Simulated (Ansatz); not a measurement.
# BF (triplet): wave-function methods side by side, aug-cc-pVDZ

An exercise on one series of results from a longer session: the logs are not shown, and one member is left open.

Method: aug-cc-pVDZ, core rule «outside noble gas», up to 2 orbitals frozen; program: Ansatz 0.2.0, Gaussian basis.

To be run: UHF; CCSD(T) on ROHF; CCSD(T) on UHF; BCCD(T) on ROHF; CISD; CCSDT(Q) on ROHF; CCSDT(Q) on UHF; CASSCF and MRCISD+Q, 10 electrons in 8 orbitals; CASSCF and NEVPT2, 10 electrons in 8 orbitals.

12 further runs of the same task are left out: 3 for a known fault of the program, 1 that didn't finish, 8 set aside as unsound or not needed.

### The system

The geometry is a PBE0/def2-TZVPD stationary point (not a proven minimum) of the parent state, kept for this charge and spin.

2 atoms, charge 0, spin multiplicity 3.

Atoms are counted from 1 here; the program's logs count them from 0.

Bond lengths: B1–F2 1.403 Å.

Geometry (Å):

```xyz
2
BF
B     0.0000    0.0000    0.0000
F     0.0000    0.0000    1.4027
```

The first run:

File in.yaml:

```yaml
crystal:
  periodic: [false, false, false]
  atoms:
    - {symbol: B, position_ang: [0.000000, 0.000000, 0.000000]}
    - {symbol: F, position_ang: [0.000000, 0.000000, 1.402700]}
basis:
  gaussian: {orbitals: aug-cc-pVDZ}
magnetization: {spin_polarized: true, initial_magnetization: 2}
hamiltonian: {xc: hf}
output: {orbitals: {seedname: orbitals}}
```

Command:

```console
$ ansatz run in.yaml --threads 1 --pin off --events-out ev --progress --plain --max-ram 2393MiB
```

Among the steps run: UHF; CCSD(T) on ROHF; CCSD(T) on UHF; BCCD(T) on ROHF; CISD; CCSDT(Q) on ROHF; CCSDT(Q) on UHF; CASSCF and MRCISD+Q, 10 electrons in 8 orbitals; CASSCF and NEVPT2, 10 electrons in 8 orbitals.

One table of the session follows, with a row left open; its other results are not shown here.

```
          method  from UCCSDT(Q) (kcal/mol)
            ROHF                          ?
             UHF                    +159.82
            RMP2                      +8.31
            UMP2                      +8.06
            CISD                     +11.43
           RCCSD                      +4.73
           UCCSD                      +4.74
        RCCSD(T)                      +0.64
        UCCSD(T)                      +0.63
         BCCD(T)                      +0.54
          RCCSDT                      +0.27
          UCCSDT                      +0.27
       RCCSDT(Q)                      +0.10
       UCCSDT(Q)                          0
  CASSCF valence                    +120.63
  NEVPT2 valence                     +19.71
  MRCISD valence                      +6.07
MRCISD+Q valence                      +0.85
```

**Question.** Estimate the row for ROHF.

**Answer.** from UCCSDT(Q) (kcal/mol): +160.46. In the column «from UCCSDT(Q) (kcal/mol)» it is the highest.

Limits of these values: Restricted and unrestricted rows rest on different reference determinants; where their highest levels disagree by more than a few hundredths of an eV, they describe different states and don't form one ladder.
